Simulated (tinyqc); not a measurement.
A ladder of methods, and size consistency: correlation methods against full CI in the sto-3g basis, for H2O, spin multiplicity 1. Computed by the program tinyqc with PySCF. Command: `OMP_NUM_THREADS=1 python tinyqc.py 111458 111459 out.jsonl`; one thread of a shared host (Intel(R) Xeon(R) Processor @ 2.60GHz), about 1 s.

Geometry (angstrom):

| atom | x | y | z |
|---|---|---|---|
| O | 0.0000 | 0.0000 | 0.0000 |
| H | 0.0000 | 0.7670 | 0.6920 |
| H | 0.0000 | -0.7670 | 0.6920 |

RHF energy of one = -74.961627 hartree

All electrons correlated; +Q is the Davidson correction (1 - c0^2) E_corr. The last columns treat two copies 100 angstrom apart as one system. FCI is the lowest singlet.

Correlation energies (hartree):

| method | E_corr of one | share of FCI (%) | E_corr of two at 100 angstrom | two minus twice one (mhartree) |
|---|---|---|---|---|
| MP2 | -0.043807 | 71.1067 | -0.087614 | 0.0000 |
| CISD | -0.060417 | 98.0677 | -0.116863 | 3.9707 |
| CISD+Q | -0.062543 | 101.5200 | -0.124285 | 0.8022 |
| CCSD | -0.061454 | 99.7513 | -0.122908 | 0.0000 |
| CCSD(T) | -0.061526 | 99.8681 | -0.123052 | 0.0000 |
| FCI | -0.061607 | 100.0000 | - | - |

MP2 recovers 71 %, CISD 98.1 % and CCSD 99.8 % of the FCI value (c0^2 = 0.965 in CISD). MP2 and coupled cluster are size consistent, so their last column vanishes; CISD loses 3.97 mhartree, since a double excitation on each copy is a quadruple of the pair, and the Davidson correction leaves +0.80.
